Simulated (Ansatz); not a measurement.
**CH4AlN (SMILES C=[N][AlH2]): single points off equilibrium**

One table from this session's results is given with a row withheld; the runs are named, their logs left out.

Computed with Ansatz 0.2.0, Gaussian basis. Level: single points in def2-TZVPP.

Cores are frozen in the correlated methods.

1 further run of the same task is left out (it didn't finish).

## The system as given

7 atoms, charge 0, spin multiplicity 1.

Atoms are counted from 1 here; the program's logs count them from 0.

Bond lengths: C1–N2 1.240 Å, C1–H4 1.122 Å, C1–H5 1.143 Å, N2–Al3 1.744 Å, Al3–H6 1.518 Å, Al3–H7 1.647 Å. Angles: N2–C1–H4 120.2°, N2–C1–H5 120.3°, H4–C1–H5 119.4°, C1–N2–Al3 166.7°, N2–Al3–H6 118.9°, N2–Al3–H7 112.2°, H6–Al3–H7 128.9°.

Coordinates:

```
C    -1.2797   -0.1957   -0.7510
N    -0.2925   -0.0511   -0.0141
Al    1.2905    0.2075    0.6715
H    -2.1556   -0.8076   -0.4078
H    -1.2757    0.2340   -1.8103
H     1.4624    1.2735    1.7385
H     2.4179   -0.8081    0.0323
```

Set-up of the first run:

run/in.yaml

```yaml
crystal:
  periodic: [false, false, false]
  atoms:
    - {symbol: C, position_ang: [-1.279678, -0.195695, -0.751034]}
    - {symbol: N, position_ang: [-0.292546, -0.051076, -0.014066]}
    - {symbol: Al, position_ang: [1.290458, 0.207480, 0.671528]}
    - {symbol: H, position_ang: [-2.155569, -0.807574, -0.407756]}
    - {symbol: H, position_ang: [-1.275672, 0.233964, -1.810337]}
    - {symbol: H, position_ang: [1.462422, 1.273517, 1.738495]}
    - {symbol: H, position_ang: [2.417888, -0.808129, 0.032267]}
basis:
  gaussian: {orbitals: def2-TZVPP}
hamiltonian: {xc: pbe, dispersion: d4}
output: {forces: true}
```

Launch:

```console
> ansatz run in.yaml --threads 2 --pin off --events-out ev --progress --plain --max-ram 3481MiB
```

Among the steps run: PBE-D4/def2-TZVPP; r2SCAN-D4/def2-TZVPP; PBE0-D4/def2-TZVPP; wB97M-V/def2-TZVPP; CCSD(T)/def2-TZVPP.

One table of the session follows, with a row left open; its other results are not shown here.

```
   method  RMS force component (eV/Å)  angle to CCSD(T) forces (°)  dipole (D)
   PBE-D4                           ?                            ?           ?
r2SCAN-D4                       0.572                         19.4        1.29
  PBE0-D4                       0.571                         25.7        1.22
  wB97M-V                       0.594                         21.7        1.22
  CCSD(T)                       0.709                    reference        1.21
```

Q: Estimate the row for PBE-D4 from the others.

The run gave: RMS force component (eV/Å): 0.579; angle to CCSD(T) forces (°): 12.3; dipole (D): 1.27. In the column «RMS force component (eV/Å)» it lies between r2SCAN-D4 (0.572) and wB97M-V (0.594).

Caveats from the session: The reference is not at the basis limit: in triple zeta CCSD(T) underbinds, which counts against methods that bind more; the gaps are no ranking.
